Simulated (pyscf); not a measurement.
Thermochemistry of product channels of H₃C–In [singlet] + NH₃ on the singlet surface, in kJ/mol, from CCSD(T)/def2-TZVPP + ΔMP2(QZVPP) energies (ideal gas, 1 atm, RRHO with modes under 100 cm⁻¹ raised to 100, one conformer, R ln 2 for chiral ones without a mode under 150 cm⁻¹). Single points on ωB97X-D3(BJ)/def2-SVP structures (PySCF, gas phase). Correlated levels are frozen-core, on RHF or UHF. ΔMP2 is the change of the MP2 total energy from the triple- to the quadruple-zeta basis.

| products | ΔE | ΔH(298 K) | ΔG(600 K) | ΔG(1200 K) |
|---|---|---|---|---|
| H₃C–InH–NH₂ | [?] | -16.3 | +54.5 | +115.5 |
| H₂N–In [singlet] + CH₄ | [?] | -74.0 | -71.0 | -67.8 |

Task: Complete the blanks.

Result: 
- H₃C–InH–NH₂, ΔE: -9.7
- H₂N–In [singlet] + CH₄, ΔE: -73.4

These are energies of the channels, which say nothing of barriers. The CCSD(T) − MP2 part came from Ansatz, without density fitting, on the same reference. The frozen core leaves the outer d or s,p core shells of the metals and heavy elements correlated in the MP2 and CC values, and def2-TZVPP describes them poorly, which can shift differences by a few kcal/mol. Elements past Kr carry the def2 core potentials, without spin-orbit coupling.
